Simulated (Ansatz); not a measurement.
Relaxation of AlH7N2 (10 atoms, charge 0, multiplicity 1), to a largest force component of 0.03 eV/Å in at most 50 steps.

All numbers below come from Ansatz 0.2.0, RHF/def2-SVP.

```xyz
10
Properties=species:S:1:pos:R:3
Al 0.098 0.645 -0.424
H 0.041 -0.131 2.228
N 1.669 -0.013 -0.897
H 1.810 -0.887 -1.366
H 2.554 0.422 -0.719
H -1.239 -0.083 -0.820
N 0.018 2.247 0.524
H 0.815 2.801 0.776
H -0.821 2.782 0.639
H 0.005 0.561 2.051
```

Where does it end, and by what steps?

The forces met the threshold. The force dipped under the threshold on the way, but the program's further checks kept it going. After 21 steps the energy has fallen by 0.285 eV; H2 moved furthest, 1.56 Å.

```tsv
step	energy less start (eV)	largest force component (eV/Å)	accepted
0	0.0000	1.551	yes
1	-0.1874	0.798	yes
2	-0.2400	0.382	yes
3	-0.2590	0.140	yes
4	-0.2657	0.191	yes
5	-0.2636	0.179	no
6	-0.2670	0.058	yes
7	-0.2695	0.013	yes
8	-0.2712	0.277	yes
9	-0.2738	0.166	yes
10	-0.2773	0.185	yes
11	-0.2768	0.410	no
12	-0.2797	0.067	yes
13	-0.2809	0.127	yes
14	-0.2807	0.282	no
15	-0.2824	0.020	yes
16	-0.2831	0.044	yes
17	-0.2837	0.133	yes
18	-0.2841	0.048	yes
19	-0.2844	0.038	yes
20	-0.2845	0.041	yes
21	-0.2846	0.019	yes
```

```xyz
10
Properties=species:S:1:pos:R:3
Al 0.202 0.695 -0.814
H -0.385 0.271 3.669
N 1.784 0.120 -1.364
H 1.914 -0.607 -2.042
H 2.677 0.454 -1.056
H -1.114 0.072 -1.419
N 0.082 1.966 0.420
H 0.846 2.439 0.862
H -0.783 2.357 0.742
H -0.273 0.578 2.997
```

Whether the end is a true minimum wasn't checked by a vibrational analysis.

The run took 13 s on 2 threads of Arm Neoverse V1, on a shared host, peak memory 0.14 GiB.
